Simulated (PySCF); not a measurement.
# Ionisation of sulfur trioxide

Molecule: `O=S(=O)=O` (O3S). Non-hydrogen atoms are numbered in `[O:1]=[S:2](=[O:3])=[O:4]`.

Computed at ωB97X-D3(BJ)/ma-def2-TZVP // PBE0-D3(BJ)/def2-SVP with PySCF (density fitting, grid level 2). The prefix ma- adds one diffuse s and one diffuse p function on all atoms but H. Zero-point and thermal terms (298.15 K, 1 bar) come from unscaled PBE0-D3(BJ)/def2-SVP harmonic frequencies, with soft modes damped to free rotors in the entropy.

Frontier levels of the parent: HOMO -12.65 eV, LUMO -0.73 eV.

Oxidation to the radical cation:
* Vertical ionisation energy (electronic): 13.09 eV
* Adiabatic ionisation energy (with zero-point energy): 12.96 eV
* Adiabatic, electronic part: 13.02 eV
* Vertical gap at the product's structure: 12.73 eV
* Inner reorganisation energy (four-point): 360 meV
* Relaxation of product / of parent: 70 / 290 meV
* ⟨S²⟩ of the product: 0.761
* Largest spin populations: O4 0.77, O3 0.16, O1 0.15
* Largest changes of atomic charge: O4 0.46, O3 0.23, O1 0.23
* Distances that move most (Å): S2–O4 1.442 → 1.494; O1–S2 1.442 → 1.422; S2–O3 1.442 → 1.423
* Potential in acetonitrile: 10.03 V absolute, 5.48 V against Fc+/Fc computed at 4.54 V (solvation -17 → -293 kJ/mol)

Solvents are IEF-PCM continua (electrostatics only, gas-phase structures); absolute potentials refer to an electron at rest in vacuum. Fc+/Fc in acetonitrile, 4.54 V, is ωB97X-D3(BJ)/ma-def2-TZVP on PBE0-D3(BJ)/def2-SVP structures with GFN2-xTB thermal terms. Benchmark calculations put it near 5.0 V in acetonitrile and DMSO, so it is about 0.5 V low, and the value against it can read up to that much too high.

Measured values (NIST Chemistry WebBook, evaluated or the median of agreeing entries): adiabatic ionisation energy 12.80 eV (computed 12.96, difference 0.16).

Caveats: the split of the reorganisation energy is sensitive to the structures, which come from another level (PBE0-D3(BJ)/def2-SVP); O1 and O4 are equivalent in the parent, but the relaxed radical cation is symmetry-broken (D3h to C2v), as a Jahn-Teller-type distortion or an artefact of the method; its spin populations, distances and adiabatic value belong to that structure.

Hardware: 1 thread of Arm Neoverse V2, shared with other jobs. Command: `OMP_NUM_THREADS=1 python redox_run.py task.json out`. Structures, frequencies and single points: 97 s.

Differences come from unrounded values, so a last digit can differ from that of the printed terms.
